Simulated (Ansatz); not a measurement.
Species: C₂H₅S, charge 0, doublet. C2H5S (SMILES S[CH]C, doublet).
B3LYP-D3(BJ)/def2-TZVP minimum from Ansatz (a quantum-chemistry and plane-wave program):
```
C
H 1 1.0800
C 1 1.4873 2 121.01
H 3 1.0916 1 110.45 2 37.93
H 3 1.0934 4 107.87 1 -122.15
H 3 1.0995 4 107.14 5 -114.80
S 1 1.7329 2 118.12 3 -161.68
H 7 1.3427 1 97.92 2 -17.22
```
Charge 0, spin multiplicity 2.

Total energies in cc-pV(D+d)Z, 19 correlated electrons, 7 frozen orbitals. Open shells are spin-unrestricted; no spin-orbit coupling. Cores are frozen in correlated methods. No relativity.

| method | program | energy (Eh) | minus CCSDT(Q) (mEh) |
|---|---|---|---|
| HF | Ansatz | -476.14470 | 463.38 |
| MP2 | Ansatz | -476.54439 | 63.69 |
| CCSD | Ansatz | -476.59315 | 14.92 |
| CCSD(T) | Ansatz | -476.60614 | 1.93 |
| CCSDT(Q) | Ansatz | -476.60808 | 0.00 |

Rough core times of Ansatz's runs on a shared machine: CCSD(T) under 20 s, CCSDT(Q) 40 min.
